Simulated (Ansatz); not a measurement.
# H5NO: geometry and frequencies at several levels

One table from this session's results is given with a row withheld; the runs are named, their logs left out.

Computed with Ansatz 0.2.0 (the levels named in each step, unless a step's input says otherwise).

**The system as given**

Bond lengths: N1–H3 1.016 Å, N1–H4 1.013 Å, N1–H5 1.013 Å, O2–H6 0.960 Å, O2–H7 0.960 Å. Angles: H3–N1–H4 107.2°, H3–N1–H5 107.1°, H4–N1–H5 107.1°, H6–O2–H7 106.8°.

Structure file:

```xyz
7

N     1.2859   -0.1464    0.9143
O    -1.2125    0.1368   -0.8586
H     0.4766   -0.3596    0.3385
H     2.0831   -0.6088    0.4936
H     1.1320   -0.5805    1.8169
H    -0.7442    0.6613   -1.5120
H    -1.5697    0.7516   -0.2137
```

Set-up of the first run:

input.yaml

```yaml
crystal:
  periodic: [false, false, false]
  atoms:
    - { symbol: "N", position_ang: [1.28587, -0.14643, 0.91435] }
    - { symbol: O, position_ang: [-1.21251, 0.13676, -0.85864] }
    - { symbol: H, position_ang: [0.47656, -0.3596, 0.33849] }
    - { symbol: H, position_ang: [2.08306, -0.60879, 0.49359] }
    - { symbol: H, position_ang: [1.13199, -0.58049, 1.81688] }
    - { symbol: H, position_ang: [-0.74417, 0.66128, -1.51201] }
    - { symbol: H, position_ang: [-1.56975, 0.75157, -0.21365] }
basis:
  gaussian: { orbitals: def2-SVP }
hamiltonian:
  xc: pbe
  dispersion: d4
relax:
  f_tol: 0.03
  max_steps: 200
```

The run is started by

```sh
> ansatz run input.yaml --threads 2 --pin off --max-ram 5120MiB --backend cpu --events-out ev --progress --plain --runs-dir out
```

Steps of the session up to this table: A rough first relaxation, PBE-D4/def2-SVP; Relaxation, PBE0-D4/def2-TZVPP; Frequencies, PBE0-D4/def2-TZVPP; Relaxation, PBE-D4/def2-TZVPP; Frequencies, PBE-D4/def2-TZVPP; Relaxation, r2SCAN-D4/def2-TZVPP; Frequencies, r2SCAN-D4/def2-TZVPP; Relaxation, B3LYP-D4/def2-TZVPP; Frequencies, B3LYP-D4/def2-TZVPP; Relaxation, B2PLYP/def2-TZVPP.

One of the session's tables, all rows but one given; the rest of the session is left out.

It belongs to the step «Geometries side by side». 

| level | N1–H3 (Å) | N1–H4 (Å) | dipole (D) | highest frequency (cm⁻¹) |
| --- | --- | --- | --- | --- |
| PBE0-D4/def2-TZVPP | ? | ? | ? | ? |
| PBE-D4/def2-TZVPP | 1.0211 | 1.0211 | 3.80 | 3776 |
| r2SCAN-D4/def2-TZVPP | 1.0131 | 1.0131 | 3.68 | 3880 |
| B3LYP-D4/def2-TZVPP | 1.0129 | 1.0129 | 3.69 | 3878 |
| B2PLYP/def2-TZVPP | 1.0114 | 1.0114 | 3.66 | - |

Estimate the missing values for PBE0-D4/def2-TZVPP.

The run gave: N1–H3 (Å): 1.0118; N1–H4 (Å): 1.0118; dipole (D): 3.73; highest frequency (cm⁻¹): 3939. In the column «N1–H3 (Å)» it lies between B2PLYP/def2-TZVPP (1.0114) and B3LYP-D4/def2-TZVPP (1.0129).
